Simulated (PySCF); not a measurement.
PySCF input (B3PW91/6-31G* (5d)):

```python
from pyscf import gto, dft

mol = gto.M(
    atom='''
    C    -0.00000000   -0.00000000   -0.16050164
    H     0.00000000    0.00000000    0.96300985
    ''',
    basis='6-31g*',
    charge=0,
    spin=1,
    symmetry='C2v',
    verbose=4,
)

mf = dft.UKS(mol, xc='b3pw91')
mf.grids.level = 3
mf.conv_tol = 1e-9
mf.max_cycle = 100
mf.max_memory = 1500
mf.kernel()
if not mf.converged:
    mf = mf.newton()
    mf.kernel(mf.make_rdm1())
mf.dip_moment()
```

Task: Predict the final energy.

Result: -38.45673 Eh.
